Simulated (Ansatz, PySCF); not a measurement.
Process, species as SMILES: O(C)C=O + 4 [H][H] (H2) -> 2 C (CH4) + 2 O (H2O)

Quantity: energy of full hydrogenation (enthalpy at 298 K), in kcal/mol. Set-up: dispersion terms only where a functional's name holds one; non-relativistic; six Cartesian d functions in 6-31G* and its kin unless marked 5d; LANL2DZ all-electron up to Ne; spin-orbit terms left out; 6-311+G** with 5d; valence correlation only. CBS(X,Y): correlation extrapolated as X^-3; Hartree-Fock from the larger set. [CCSD(T)-MP2]/basis is that difference in the basis named. Ab initio and DFT rows: single points at B3LYP-D3(BJ) geometries (Ansatz, a quantum-chemistry and plane-wave program), with unscaled harmonic terms from B3LYP/6-31G* at its own minima.

Measured values: Active Thermochemical Tables 1.112 (ions: stationary electron), as tabulated in the package chemicals; they hold spin-orbit and core effects, anharmonicity and other conformers. 

Value to compare with, the measured value: -65.7 kcal/mol.

| level | program | energy of full hydrogenation (enthalpy at 298 K) (kcal/mol) | error |
|---|---|---|---|
| HF/3-21G | Ansatz | -59.1 | 6.6 |
| BP86/6-31G* (5d) | PySCF | -34.2 | 31.5 |
| B3LYP/6-31G* | Ansatz | -39.8 | 25.9 |
| PBE0/6-31G* | Ansatz | -47.6 | 18.1 |
| M06-2X/6-31G* (5d) | PySCF | -41.7 | 24.0 |
| M06-2X/6-311+G** | PySCF | -60.8 | 4.9 |
| MP2/LANL2DZ | Ansatz | -63.2 | 2.5 |
| PBE/def2-TZVPD | Ansatz | -59.8 | 5.9 |
| B3LYP-D3(BJ)/def2-TZVPD | Ansatz + dftd3 | -59.7 | 6.0 |
| RI-MP2/CBS(aug-cc-pVTZ,aug-cc-pVQZ)+[CCSD(T)-MP2]/aug-cc-pVTZ | Ansatz | -65.9 | -0.2 |

Among the 7 habitual levels, BP86/6-31G* (5d) lies farthest from the measured value (31.5 kcal/mol) and MP2/LANL2DZ nearest (2.5); 7 of 7 lie above it, and their mean absolute error is 16.2 kcal/mol, the median 18.1. One case shows no general order.

The levels are drawn from those run, B3LYP/6-31G* more often than the rest, none by its result; runs whose electronic state is in doubt are left out.
